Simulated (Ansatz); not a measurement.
# CHOSi (doublet): from Hartree-Fock to the top rungs at a displaced geometry (v1), cc-pVDZ

One table from this session's results is given with a row withheld; the runs are named, their logs left out.

Computed with Ansatz 0.2.0, Gaussian basis. Level: cc-pVDZ, core rule «outside noble gas», up to 7 orbitals frozen.

The runs, in order: UHF; CCSD(T) on ROHF; CCSD(T) on UHF; BCCD(T) on ROHF; CISD; CCSDT(Q) on ROHF; CCSDT(Q) on UHF; CASSCF and MRCISD+Q, 9 electrons in 9 orbitals; CASSCF and NEVPT2, 9 electrons in 9 orbitals.

25 further runs of the same task are left out: 9 that didn't finish, 16 set aside as unsound or not needed.

## The system

The geometry is a PBE0/def2-TZVP stationary point (not a proven minimum) with its atoms shifted at random (size 0.040 Å).

4 atoms, charge 0, spin multiplicity 2.

Atoms are counted from 1 here; the program's logs count them from 0.

Bond lengths: O1–C2 1.154 Å, C2–Si3 1.878 Å, Si3–H4 1.465 Å. Angles: O1–C2–Si3 176.1°, C2–Si3–H4 83.9°.

Set-up of the first run:

Input file in.yaml:

```yaml
crystal:
  periodic: [false, false, false]
  atoms:
    - {symbol: O, position_ang: [-0.022023, -0.009388, 1.784532]}
    - {symbol: C, position_ang: [-0.022856, 0.018460, 0.630848]}
    - {symbol: Si, position_ang: [0.025108, -0.052981, -1.245197]}
    - {symbol: H, position_ang: [-0.077669, 1.405320, -1.147259]}
basis:
  gaussian: {orbitals: cc-pVDZ}
magnetization: {spin_polarized: true, initial_magnetization: 1}
hamiltonian: {xc: hf}
output: {orbitals: {seedname: orbitals}}
```

Launch:

```console
> ansatz run in.yaml --threads 1 --pin off --events-out ev --progress --plain --max-ram 2393MiB
```

Steps of the session up to this table: UHF; CCSD(T) on ROHF; CCSD(T) on UHF; BCCD(T) on ROHF; CISD; CCSDT(Q) on ROHF; CCSDT(Q) on UHF; CASSCF and MRCISD+Q, 9 electrons in 9 orbitals; CASSCF and NEVPT2, 9 electrons in 9 orbitals.

One of the session's tables, all rows but one given; the rest of the session is left out.

It belongs to the step «Misses and costs». 

| method | from UCCSDT(Q) (meV) |
| --- | --- |
| ROHF | +11570.3 |
| UHF | +11467.4 |
| RMP2 | +1092.5 |
| UMP2 | ? |
| CISD | +1749.0 |
| RCCSD | +543.2 |
| UCCSD | +539.2 |
| RCCSD(T) | +80.2 |
| UCCSD(T) | +82.8 |
| BCCD(T) | +75.8 |
| RCCSDT | +47.7 |
| UCCSDT | +47.5 |
| RCCSDT(Q) | +6.2 |
| UCCSDT(Q) | 0 |

Estimate the missing values for UMP2.

**Answer.** from UCCSDT(Q) (meV): +1128.1. In the column «from UCCSDT(Q) (meV)» it lies between RMP2 (+1092.5) and CISD (+1749.0).

Not comparable, so not listed: CASSCF and NEVPT2, 9 electrons in 9 orbitals (they don't share determinant, frozen orbitals or solution with the rows shown, or repeat one).

Limits of these values: Left out of the table: CASSCF frontier, MRCISD frontier, MRCISD+Q frontier (the active space lost an orbital or holds another state than full CI finds). Restricted and unrestricted rows rest on different reference determinants; where their highest levels disagree by more than a few hundredths of an eV, they describe different states and don't form one ladder. Warnings in the runs' records: passed over end.
